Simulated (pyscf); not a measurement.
F–GaH₂ → GaH [singlet] + HF, a 1,1-elimination (singlet surface; F–Ga, Ga–H broken, F–H formed). Structures and frequencies: ωB97X-D3(BJ)/def2-SVP in PySCF. MP2 and CC: frozen core, UHF for open shells. ΔMP2 is the change of the MP2 total energy from the triple- to the quadruple-zeta basis. Energies in kJ/mol from the reactant's lowest minimum found.

Small-basis levels: PySCF, no dispersion term, spherical d functions. AM1 to PM7: differences of heats of formation from MOPAC. GFN2-xTB: tblite. 

```json
[
 {"level": "HF/6-31G*+LANL2DZ", "barrier": "346.9", "reaction energy": "+187.2"},
 {"level": "MP2/6-31G*+LANL2DZ", "barrier": "296.3", "reaction energy": "+215.8"},
 {"level": "BP86/6-31G*+LANL2DZ", "barrier": "238.2", "reaction energy": "+218.0"},
 {"level": "B3LYP/STO-3G", "barrier": "293.8", "reaction energy": "+463.3"},
 {"level": "B3LYP/LANL2DZ", "barrier": "262.5", "reaction energy": "+219.1"},
 {"level": "B3LYP/6-31G*+LANL2DZ", "barrier": "269.3", "reaction energy": "+222.4"},
 {"level": "M06-2X/6-31G*+LANL2DZ", "barrier": "287.2", "reaction energy": "+209.3"},
 {"level": "B3LYP/6-311+G**+LANL2DZ", "barrier": "254.0", "reaction energy": "+183.9"},
 {"level": "GFN2-xTB", "barrier": "251.4", "reaction energy": "+246.7"},
 {"level": "AM1", "barrier": "28.7", "reaction energy": "-281.0"},
 {"level": "PM3", "barrier": "114.6", "reaction energy": "+58.9"},
 {"level": "PM6", "barrier": "229.0", "reaction energy": "+186.0"},
 {"level": "CCSD(T)/def2-TZVPP + ΔMP2(QZVPP)", "barrier": "253.0", "reaction energy": "+166.8"}
]
```

Against the last row the barrier runs from -224.3 (AM1) to +93.9 kJ/mol (HF/6-31G*+LANL2DZ). At B3LYP/STO-3G this geometry lies under one side, so the entry may be no barrier of that level: it is a single point on another level's saddle. CCSD(T)/def2-TZVPP + ΔMP2(QZVPP) has limits of its own. One saddle was located; it need not be the lowest between these sides. The CCSD(T) − MP2 part came from Ansatz, without density fitting, on the same reference. The frozen core leaves the outer d or s,p core shells of the metals and heavy elements correlated in the MP2 and CC values, and def2-TZVPP describes them poorly, which can shift differences by a few kcal/mol. In the def2 sets elements up to Kr have no core potential.
